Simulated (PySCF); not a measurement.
Structure problem from calculated spectra and properties.

Formula: C3H6F2.

- Polarisability: 40.2 au [CAM-B3LYP/def2-SVPD]
- NMR, other nuclei: isotropic shieldings of nuclei other than C and H, by class: 396 (1 F), 435 (1 F) ppm [GIAO PBE0/pcSseg-1]
- UV, strongest line: among the 8 lowest singlet transitions: S8 at 10.18 eV (122 nm, f = 0.053) [TDDFT CAM-B3LYP/def2-SVPD]
- 13C NMR: chemical shifts (computed TMS as zero) by class: 90.6 (1 C), 88.2 (1 C), 21.2 (1 C) ppm [GIAO PBE0/pcSseg-1]
- Rotational structure: rotational constants A, B, C: 8.073, 3.524, 2.686 GHz [GFN2-xTB]
- 1H NMR: chemical shifts (computed TMS as zero) by class: 4.99 (1 H), 4.93 (1 H), 4.39 (1 H), 1.48 (3 H) ppm [GIAO PBE0/pcSseg-1]
- XPS: C1s 291.1, C1s 293.4, C1s 293.4, F1s 692.6, F1s 692.9 eV [ΔSCF SCAN, pcX-2 on the ionised atom, pcseg-1 elsewhere, spin-free X2C]
- Triplet: lowest triplet excitation (Tamm–Dancoff): 8.63 eV [TDA CAM-B3LYP/def2-SVPD]

Electronic properties: PySCF, gas phase, density fitting. Levels stand in brackets. The structure is a single GFN2-xTB conformer in the gas phase; no vibrational or solvent corrections. Each NMR value is the plain mean over a class of atoms that symmetry, rotation or inversion makes alike.

Q: What is the compound? Reason from the data.

A: Numbering: `[CH3:1][C@H:2]([F:3])[CH2:4][F:5]`. Its formula, C3H6F2, gives 0 degrees of unsaturation, so no ring and no π bond. 3 carbons fall into 3 classes; from least to most shielded: sp3 C–F carbon [C2] (90.6 ppm), sp3 C–F carbon [C4] (88.2 ppm), methyl carbon [C1] (21.2 ppm). Hydrogen classes from least to most shielded: 1 H on an sp3 C–F carbon, C4 (4.99 ppm), 1 H on an sp3 C–F carbon, C2 (4.93 ppm), 1 H on an sp3 C–F carbon, C4 (4.39 ppm), 3 H on a methyl carbon, C1 (1.48 ppm, a mean of values up to 0.5 ppm apart in this geometry). The other shieldings belong to: 396 ppm, alkyl fluorine [F3]; 435 ppm, alkyl fluorine [F5]. The core levels belong to: C1s 291.1 eV, methyl carbon [C1]; C1s 293.4 eV, sp3 C–F carbon [C2]; C1s 293.4 eV, sp3 C–F carbon [C4]; F1s 692.6 eV, alkyl fluorine [F3]; F1s 692.9 eV, alkyl fluorine [F5]. The optimised geometry has point group C1 and is an asymmetric top. Structure: `C([C@@H](F)C)F`. Computed isomers that give other values at the same levels: `CC(C)(F)F` (rotational constant A: 5.133 GHz; this holds for the one conformer computed); `FCCCF` (13C chemical shifts (computed TMS as zero) by class: 81.5 (2 C), 37.2 (1 C) ppm). The assignments are read from this structure; whether some other isomer fits the data as well wasn't checked. The mirror image fits equally.

Shape of the structure used: `[CH3:1][C@H:2]([F:3])[CH2:4][F:5]`: C1–C2–C4–F5 -70°.
